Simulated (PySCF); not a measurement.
Orbital energies and ionisation energy

Compound: C3H11P3.
Cartesian coordinates in Å at the PBE0-D3(BJ)/def2-SVP level; atoms count from 1:
```xyz
17
C3H11P3 angstrom
C     -1.5934    1.3414   -0.4672
P     -1.1019   -0.4382   -0.6547
P     -2.4047   -1.2476    0.9739
C      0.4862   -0.4296    0.3327
C      1.6303    0.2249   -0.4276
P      3.3000    0.2175    0.4012
H     -2.6172    1.4794   -0.8466
H     -0.9301    1.9637   -1.0877
H     -1.5464    1.6946    0.5754
H     -2.0733   -2.6138    0.7087
H     -3.5745   -1.3053    0.1526
H      0.7349   -1.4839    0.5436
H      0.3314    0.0632    1.3085
H      1.4081    1.2840   -0.6428
H      1.7682   -0.2549   -1.4118
H      3.2972   -1.1599    0.7880
H      2.8574    0.6572    1.6885
```

Level: CAM-B3LYP/def2-SVPD (PySCF). Frontier orbitals with their largest atomic shares (Löwdin; up to four atoms above 4 %):

```csv
orbital,ε (eV),main atoms
HOMO−3,-10.35,"P3 30 %, P2 15 %, P6 10 %, C5 8 %"
HOMO−2,-9.80,"P3 39 %, P2 24 %, C4 7 %, C1 6 %"
HOMO−1,-8.49,"P6 58 %, C5 10 %, C4 7 %, H16 6 %"
HOMO,-7.63,?
LUMO,0.76,"P3 24 %, P2 17 %, P6 10 %, C1 8 %"
LUMO+1,1.31,"P6 20 %, P3 16 %, P2 13 %, C5 9 %"
LUMO+2,1.44,"P3 18 %, C1 16 %, P2 12 %, H11 9 %"
```

Question: What vertical ionisation energy does ΔSCF give, and how far is −ε(HOMO) from it?

Answer: ΔSCF: 8.30 eV (801 kJ/mol; threshold wavelength 149 nm); ⟨S²⟩ of the doublet left behind is 0.764, against 0.75 for a pure doublet. −ε(HOMO) is 7.63 eV, 0.67 eV below it. For the exact functional −ε(HOMO) would equal the first vertical ionisation energy; CAM-B3LYP (range-separated hybrid) falls short of its own ΔSCF value by 8 %.

Question: On which atoms does the HOMO lie?

Answer: P2 (three-coordinate phosphorus) 47 %, P3 (three-coordinate phosphorus) 29 %, C4 (sp3 carbon bound to phosphorus) 7 %, C1 (sp3 carbon bound to phosphorus) 7 %. The HOMO−1 lies 0.86 eV lower.

Question: What total energies stand behind the ΔSCF value?

Answer: E(N) = -1144.53217 Eh and E(N − 1) = -1144.22711 Eh at the same geometry, 0.30506 Eh apart.

Question: Shift the occupied levels rigidly so that −ε(HOMO) equals the ΔSCF value. What binding energies result?

Answer: The shift is +0.67 eV: HOMO 8.30, HOMO−1 9.16, HOMO−2 10.47, HOMO−3 11.02 eV. A rigid shift is only a rough guide to the deeper ionisations.

Question: How many of the 10 lowest singlet excitations (vertical TDDFT, same level) lie below the ionisation energy?

Answer: All 10; they run from 5.45 to 7.33 eV.

Question: What kinetic energy would electrons from this vertical process carry with He I light (21.218 eV)?

Answer: 21.22 − 8.30 = 12.92 eV.

The structure is a single PBE0-D3(BJ)/def2-SVP conformer in the gas phase; no vibrational or solvent corrections.
